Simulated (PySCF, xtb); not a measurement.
CH3S, SMILES C[S] (connectivity only; charge and spin as stated), charge -1, multiplicity 1.

GFN2-xTB (xtb) at its own geometry gives an orbital gap of 4.30 eV.

Geometry: PBE0-D3(BJ)/def2-TZVPD. The spin state was assumed, not searched. The isomer is the one that the SMILES or the coordinates give; other isomers of the formula were not compared.

### Question
What does PBE0/def2-TZVPD (PySCF) give? (An estimate is asked for; the answer gives what the named calculation found.)

### Answer
gap 4.05 eV (levels 0.28 and 4.33 eV).
